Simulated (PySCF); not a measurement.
# First-order multiplets

Structure with atom numbers: `[CH:1]#[C:2][CH2:3][C:4](=[O:5])[OH:6]`. Hydrogens are named by the atom that carries them.

PySCF 2.14.0 with density-fitted response routines calculation with PBE/pcSseg-2 with gauge-including orbitals, J: B3LYP/pcJ-1 (without the spin–dipole term) and geometry: PBE0-D3(BJ)/def2-SVP; non-relativistic, one computed conformer, averaged over atoms made equivalent by symmetry, fast rotation or ring inversion, gas phase.

Chemical shifts δ = σref − σ; 1H (σref 31.18), 13C (σref 179.39) vs TMS, all at this level.

Spectrometer: 500 MHz for 1H. First-order analysis; couplings under 1 Hz (under 4 Hz in carbon signals) are ignored, and nearly equal couplings are merged; the smaller ones broaden or split the lines further.

Problem. What pattern does H(C1) show (1H)?

Solution. A triplet at δ 1.77: 4.3 Hz to H(C3) (2 × 1H, 4 bonds away). Lines in Hz from the centre (relative intensity): +4.3 (1), +0.0 (2), -4.3 (1). The outer lines are 8.6 Hz apart, the sum of the couplings kept, or 0.017 ppm at this field.

Problem. What pattern does H(C3) show (1H)?

Solution. A doublet at δ 3.40: 4.3 Hz to H(C1) (1 × 1H, 4 bonds away). Lines in Hz from the centre (relative intensity): +2.1 (1), -2.1 (1). The outer lines are 4.3 Hz apart, the sum of the couplings kept, or 0.009 ppm at this field.

Problem. What pattern does C4 show in the proton-coupled 13C spectrum?

Solution. A triplet at δ 173.2: 8.4 Hz to H(C3) (2 × 1H, 2 bonds away). Lines in Hz from the centre (relative intensity): +8.4 (1), +0.0 (2), -8.4 (1). The outer lines are 16.8 Hz apart, the sum of the couplings kept, or 0.134 ppm at this field.

Problem. What pattern does C1 show in the proton-coupled 13C spectrum?

Solution. A doublet of triplets at δ 75.9: 274.8 Hz to H(C1) (1 × 1H, 1 bond away), 5.2 Hz to H(C3) (2 × 1H, 3 bonds away). Lines in Hz from the centre (relative intensity): +142.6 (1), +137.4 (2), +132.2 (1), -132.2 (1), -137.4 (2), -142.6 (1). The outer lines are 285.2 Hz apart, the sum of the couplings kept, or 2.268 ppm at this field.

OH/NH shifts are gas-phase values; hydrogen bonding in solution moves them, usually downfield.
